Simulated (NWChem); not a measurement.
# chlorine (Cl2); SMILES ClCl

Program: NWChem. Pople sets run with spherical d functions. STO-3G and 3-21G are far too small for this property and stand as cheap habits. Coordinates come from a B3LYP/6-31G* (spherical d) optimisation. Vertical excitations in the gas phase; the lowest state need not have the same character in each row.

```csv
level,basis functions,"lowest excitation, singlet (eV)",oscillator strength of that lowest state,orbital gap (eV),relative time
"PBE/3-21G, TDA",26,3.11,0.000,2.56,1
"PBE/6-31G*, TDA",36,3.19,0.000,2.66,2
"PBE/6-31+G*, TDA",44,3.15,0.000,2.64,2
"PBE/def2-SVP, TDA",36,3.25,0.000,2.71,1
"PBE/def2-SVPD, TDA",54,3.12,0.000,2.64,3
"PBE/def2-TZVP, TDA",74,3.23,0.000,2.76,5
"PBE/aug-cc-pVDZ, TDA",54,3.16,0.000,2.68,10
"PBE/def2-TZVPD, TDA",92,3.20,0.000,2.74,10
```

Times are rough ratios from one shared machine.
